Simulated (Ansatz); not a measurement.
Borazine (`B1NBNBN1`). The species carries charge 0 and has multiplicity 1.

Z-matrix (Å, degrees):
```
B
N 1 1.425
N 1 1.425 2 117.1
H 1 1.197 2 121.4 3 180.0
B 2 1.425 1 122.9 3 0.0
H 2 1.006 1 118.6 3 -180.0
B 3 1.425 1 122.9 2 -0.0
H 3 1.006 1 118.6 2 180.0
N 5 1.425 2 117.1 1 -0.0
H 5 1.197 2 121.4 1 180.0
H 7 1.197 3 121.4 1 -180.0
H 9 1.006 5 118.6 2 -180.0
```

Problem. What are the harmonic wavenumbers in cm⁻¹ at PBE0-D4/def2-TZVP (Ansatz, finite differences of forces, unscaled)? (An estimate is asked.)

Solution. Computed: 284, 284, 399, 524, 524, 716, 716, 731, 865, 922, 922, 931, 947, 947, 959, 1039, 1082, 1082, 1268, 1312, 1404, 1404, 1498, 1498, 2617, 2617, 2626, 3659, 3661, 3661.

Problem. Is this a minimum?

Solution. Yes, all 30 modes are real.

Problem. Give the ideal-gas thermochemistry at 298.15 K and 1 bar (rigid rotor, harmonic oscillator; point group D3h, symmetry number 6).

Solution. Zero-point energy 245.8 kJ/mol; H(298) − E = 262.0 kJ/mol; entropy 287.1 J/(mol·K), of which translation 163.6, rotation 93.2, vibration 30.3; G(298) − E = 176.4 kJ/mol.

Problem. And at 400, 500, 600, 800 and 1000 K?

Solution. 
```
T (K)  H − E (kJ/mol)  S (J/mol/K)  G − E (kJ/mol)
  400           273.2        319.1           145.6
  500           286.9        349.6           112.1
  600           302.8        378.6            75.7
  800           339.5        431.1            -5.4
 1000           380.8        477.1           -96.3
```

Problem. Rotational constants (cm⁻¹)?

Solution. 0.1782, 0.1782, 0.08912.
